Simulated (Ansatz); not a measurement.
The input, for Ansatz 0.2.0:

```yaml
crystal:
  periodic: [false, false, false]
  atoms:
    - {symbol: N, position_ang: [-0.166036, -0.031601, -0.049186]}
    - {symbol: H, position_ang: [-0.463316, 0.936233, -0.049186]}
    - {symbol: H, position_ang: [-0.463315, -0.433900, 0.831073]}
    - {symbol: H, position_ang: [1.135964, -0.031600, -0.049187]}
    - {symbol: H, position_ang: [2.097964, -0.031600, -0.049187]}
basis:
  gaussian: {orbitals: 6-31G}
magnetization: {spin_polarized: false, initial_magnetization: 1}
correlation: {method: fic_mrcisd_q, electrons: outside_noble_gas, active_space: {window: {electrons: 3, orbitals: 4}}}
scf: {lower_state_search: off}
```

```sh
$ ansatz run in.yaml --threads 1 --pin off --events-out ev --progress --plain --max-ram 2393MiB
```

Output:

```
these checks for a lower state are left out or cut short: stability, starts, cluster_reference, orbital_swaps, neighbouring_geometries, increment
260 factors; integrals over basis functions are off by at most 6.5e-4 eV
mean field evaluation 1: about -1539.0601 eV, gradient 2.1e1 eV
mean field evaluation 2: about -1539.0585 eV, gradient 2.1e1 eV
mean field evaluation 4: about -1540.2590 eV, gradient 1.6e0 eV
mean field evaluation 8: about -1540.3033 eV, gradient 1.6e-1 eV
mean field evaluation 16: about -1540.3060 eV, gradient 1.4e-6 eV
mean field -1540.30597768 eV, -56.6052006228 hartree, gradient 1.4e-6 eV, S^2 0.750000; 0 other end points of the search recorded, 0 dependent functions left out
reference -1540.30597768 eV, -56.6052006228 hartree; 6, 5 occupied and 11, 12 virtual orbitals, 260 factors
state -1541.31517208 eV, -56.6422878331 hartree
contracted CI cycle   1: correlation 0.00000000 eV, 0.0000000000 hartree, residual 1.50e1 eV
contracted CI cycle   2: correlation -2.82568331 eV, -0.1038419463 hartree, residual 2.81e0 eV
contracted CI cycle   3: correlation -2.95618922 eV, -0.1086379499 hartree, residual 7.51e-1 eV
contracted CI cycle   4: correlation -2.96665773 eV, -0.1090226608 hartree, residual 2.07e-1 eV
contracted CI cycle   5: correlation -2.96776793 eV, -0.1090634598 hartree, residual 1.02e-1 eV
contracted CI cycle   6: correlation -2.96806377 eV, -0.1090743317 hartree, residual 5.99e-2 eV
contracted CI cycle   7: correlation -2.96814886 eV, -0.1090774587 hartree, residual 2.54e-2 eV
contracted CI cycle   8: correlation -2.96816323 eV, -0.1090779868 hartree, residual 9.69e-3 eV
contracted CI cycle   9: correlation -2.96816511 eV, -0.1090780561 hartree, residual 3.29e-3 eV
contracted CI cycle  10: correlation -2.96816531 eV, -0.1090780631 hartree, residual 1.04e-3 eV
state -1541.31517208 eV, -56.6422878331 hartree; corrected -1544.42082774 eV, -56.7564185736 hartree
Total energy: -1544.42082774 eV, -56.7564185736 hartree
Checks for a lower state left out: stability, starts, cluster_reference, orbital_swaps, neighbouring_geometries, increment
```

Ran on 1 thread of AMD EPYC 7R43, shared host: 0.48 s wall, 0.14 GiB peak host memory.
